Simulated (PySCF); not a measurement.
**Threshold energies of HCl in a plasma**

PBE0 in PySCF with def2-TZVP on every atom, for the lowest determinant that a PBE0 search found; no spin–orbit coupling.

```json
{"species": "HCl", "state (unpaired electrons)": "singlet (closed shell)", "Re (Å)": "1.279", "ωe (cm⁻¹)": "2998", "energy of the minimum from the neutral (eV)": "0.00", "De (eV)": "4.52", "dissociates to": "H + Cl"}
{"species": "HCl⁺", "state (unpaired electrons)": "doublet (π ↑)", "Re (Å)": "1.321", "ωe (cm⁻¹)": "2671", "energy of the minimum from the neutral (eV)": "12.65", "De (eV)": "4.82", "dissociates to": "H + Cl⁺"}
```

Question: Work out the lowest energy to break HCl into atoms, from its vibrational ground state.

Answer: D0 = De − ωe/2 = 4.52 − 0.19 = 4.33 eV (PBE0/def2-TZVP).

Question: Work out the ionisation energy of the Cl atom at this level and the threshold of dissociative ionisation.

Answer: IE(Cl) = 12.65 + 4.82 − 4.52 = 12.95 eV, so H + Cl⁺ + e⁻ appears at D0 + IE(Cl) = 17.28 eV (PBE0/def2-TZVP). The measured IE(Cl) is 12.968 eV (NIST ASD).

These are thermodynamic thresholds; the onsets seen under electron impact lie higher where the geometry changes, and cross-sections peak well above them.

For an ion De counts to the pair picked by the measured ionisation energies or electron affinities, which need not be the lowest pair at this level. States were picked by a PBE0 search and need not be the measured ground states.
